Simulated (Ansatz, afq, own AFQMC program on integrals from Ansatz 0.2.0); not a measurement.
## RuH, sextet: AFQMC among the cluster methods

```yaml
atoms:
  - { symbol: Ru, position_ang: [0.0000, 0.0000, 0.0000] }
  - { symbol: H, position_ang: [0.0000, 0.0000, 1.4260] }
```

Basis def2-TZVP with its core potentials. Noble-gas cores (and the filled d shells of Ga–Kr and In–Xe) are frozen. AFQMC by an in-house program on the Cholesky factors that Ansatz 0.2.0 writes for its CCSD(T) run. ph-AFQMC/CISD is guided by a CISD state made of CCSD amplitudes; releasing the constraint for a short imaginary time cuts its bias at the price of noise, slowly where states lie close. Free projection: walkers drawn from exp(T), propagated without any constraint. Its projection time is finite, and what remains of the start isn't in its error. Uncertainties: one standard error, sampling alone. No spin–orbit coupling. The metal's outer-core s and p shells are frozen, which shifts wave-function levels against functionals.

Determinant: UHF, the one that the program's search chose, which needn't be the lowest solution. The geometry is a point of a scan.

No full CI on the walks' own integrals is used here; CCSDT(Q) serves as the reference and is uncertain by about the last step of the cluster series.

Cautions: no spin-orbit coupling; outer-core shells of the metal frozen; lower spins were not checked; higher spins were not checked.

```
T1 diagnostic                               : 0.0195
weight of the determinant in the CISD state : 0.933
⟨S²⟩ of the determinant                     : 8.759
size of the correlated space                : 9 electrons in 42 orbitals
```

Reference: CCSDT(Q), correlation energy -4.475 eV. The released energy is read at 2.00 1/Eh, later times being too noisy (meV from the phaseless value at times in 1/Eh: -12 ± 7 at 0.60, -18 ± 7 at 1.20, 1 ± 9 at 2.00, -18 ± 14 at 3.00, -1 ± 23 at 4.20).

```json
{"level": "HF", "E − E(reference) (kcal/mol)": "103.20", "share of correlation (%)": "0.00"}
{"level": "MP2", "E − E(reference) (kcal/mol)": "10.24", "share of correlation (%)": "90.07"}
{"level": "CCSD", "E − E(reference) (kcal/mol)": "2.50", "share of correlation (%)": "97.57"}
{"level": "CCSD(T)", "E − E(reference) (kcal/mol)": "0.52", "share of correlation (%)": "99.50"}
{"level": "CCSDT", "E − E(reference) (kcal/mol)": "0.12", "share of correlation (%)": "99.88"}
{"level": "ph-AFQMC/HF", "E − E(reference) (kcal/mol)": "1.49 ± 0.70", "share of correlation (%)": "98.55"}
{"level": "ph-AFQMC/CISD", "E − E(reference) (kcal/mol)": "0.39 ± 0.13", "share of correlation (%)": "99.62"}
{"level": "released AFQMC", "E − E(reference) (kcal/mol)": "0.41 ± 0.21", "share of correlation (%)": "99.61"}
{"level": "free AFQMC", "E − E(reference) (kcal/mol)": "0.07 ± 0.22", "share of correlation (%)": "99.94"}
```

Free projections are given only where their last times agree within the noise and don't stop above the reference; a slow remainder of the start can still hide under it. A walk keeps the symmetry of its determinant, which the program's search chose and which needn't be the lowest solution, so a lower state of the same spin and another symmetry isn't excluded. Released energies are given only where the last usable release times agree within the noise; a slower fall can still hide under it.
